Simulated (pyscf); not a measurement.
`[CH3][Si]([Cl])([Cl])[Cl]` + `[CH3]` [doublet] -> `[CH3][CH3]` + `[Cl][Si]([Cl])[Cl]` [doublet], a substitution at C (doublet surface; C–Si broken, C–C formed). Optimised with ωB97X-D3(BJ)/def2-SVP in PySCF. Energies in kcal/mol from the separated reactants.

Small-basis levels: PySCF, no dispersion term, spherical d functions. Open shells are spin-unrestricted. 

**Question.** Quick HF/6-31G* single points give ΔE‡ = 59.7 kcal/mol and ΔE = +3.5 kcal/mol. What does ωB97M-D3(BJ)/def2-TZVP give, and how far is the quick result from it?

**Answer.** ωB97M-D3(BJ)/def2-TZVP gives ΔE‡ = 40.6 kcal/mol and ΔE = +0.9 kcal/mol. HF/6-31G* lies 19.1 kcal/mol over it in the barrier and 2.6 kcal/mol over it in the reaction energy, so on this step it does not hold to within 3.0 kcal/mol. ωB97M-D3(BJ)/def2-TZVP has limits of its own. This is the saddle that the search found; another between the same sides may lie lower. The angle at the attacked C is 180°.
